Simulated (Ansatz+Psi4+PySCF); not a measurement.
# Stretching singlet ClF

The F–Cl distance is varied.

Basis set: cc-pVTZ on F; cc-pV(T+d)Z on Cl (spherical functions). Frozen core: 6 orbitals. Charge 0, multiplicity 1.

Computed with Ansatz (development build ahead of 0.2.0) and Psi4 1.11 and PySCF 2.14.0, each point on the determinant that the search for low states chose. Each curve is measured from its own lowest point listed.

| r(F–Cl) (Å) | RHF-MP2 (eV) | RHF-CCSD (eV) | RHF-CCSD(T) (eV) |
| --- | --- | --- | --- |
| 1.630 | 1.072 | 0.000 | 0.000 |
| 1.659 | 1.084 | 0.014 | 0.005 |
| 1.956 | 1.970 | 0.901 | 0.761 |
| 1.991 | 2.110 | 1.038 | 0.877 |
| 2.489 | 3.804 | 2.681 | 2.034 |
| 3.318 | 4.065 | 3.606 | 1.804 |
| 4.977 | 0.000 | 3.798 | 1.271 |

Q: Give the RHF curve at the same distances.

A: (r (Å), E (eV)): (1.630, 0.000), (1.659, 0.057), (1.956, 1.424), (1.991, 1.624), (2.489, 4.300), (3.318, 6.930), (4.977, 8.570)

Q: Does any curve turn over at long distance?

A: Yes: RHF-CCSD(T) peaks near 2.49 Å and falls by 0.76 eV beyond.

Caution at some points: unrestricted orbitals would lower the determinant; an unrestricted determinant lies well below. Caution for RHF-MP2 at some points, RHF-CCSD at some points, RHF-CCSD(T) at some points: large amplitudes, a single reference is doubtful; a plain start can end on a higher determinant. Caution for RHF-MP2 at some points: another reference gives a lower total. Caution for RHF-CCSD at some points, RHF-CCSD(T) at some points: the amplitudes may be one of several solutions; very large amplitudes, the method is breaking down.
